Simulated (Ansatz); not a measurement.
Molecule: S2, charge 0, multiplicity 3. SMILES: S=S
Geometry from a B3LYP-D3(BJ)/def2-TZVP (Ansatz, a quantum-chemistry and plane-wave program) optimisation:
```
S
S 1 1.9037
```
Charge 0, spin multiplicity 3.

Property: vertical ionisation energy (to the doublet state of charge +1; each state is the SCF solution reached for its spin; the UHF <S^2> is 1.40 for the doublet (pure: 0.75); for the doublet T1 is 0.088), in eV. Valence correlation only, unless marked. Open shells are spin-unrestricted. No spin-orbit coupling. No relativistic terms. CBS marks a two-point X^-3 extrapolation of the correlation energy; Hartree-Fock from the larger set.

Measured: 9.55 eV (CCCBDB table in ASE); it holds spin-orbit and relativistic effects, which these rows lack, and core correlation, which the frozen-core levels lack. This is an older compilation, not checked against later work.

| level | program | vertical ionisation energy (eV) | error against measurement |
|---|---|---|---|
| PBE/def2-TZVPD | Ansatz | 9.50 | -0.05 |
| r2SCAN/def2-TZVPD | Ansatz | 9.74 | 0.19 |
| PBE0/def2-TZVPD | Ansatz | 9.74 | 0.19 |
| BHLYP/def2-TZVPD | Ansatz | 9.78 | 0.23 |
| wB97M-V/def2-TZVPD | Ansatz | 9.56 | 0.01 |
| CCSD/aug-cc-pV(D+d)Z | Ansatz | 9.35 | -0.20 |
| CCSD/def2-TZVPPD | Ansatz | 9.51 | -0.04 |
| CCSD/CBS(aug-cc-pV(T+d)Z,aug-cc-pV(Q+d)Z) | Ansatz | 9.66 | 0.11 |
| CCSD/CBS(def2-TZVPPD,def2-QZVPPD) | Ansatz | 9.66 | 0.11 |
| CCSD(T)/def2-SVPD | Ansatz | 9.30 | -0.25 |
| CCSD(T)/aug-cc-pV(T+d)Z | Ansatz | 9.47 | -0.08 |
| CCSD(T)/def2-TZVPPD | Ansatz | 9.43 | -0.12 |
| CCSD(T)/def2-QZVPPD | Ansatz | 9.52 | -0.03 |
| CCSD(T)/CBS(def2-TZVPPD,def2-QZVPPD) | Ansatz | 9.60 | 0.05 |
| CCSD(T)/CBS(aug-cc-pV(T+d)Z,aug-cc-pV(Q+d)Z) | Ansatz | 9.60 | 0.05 |
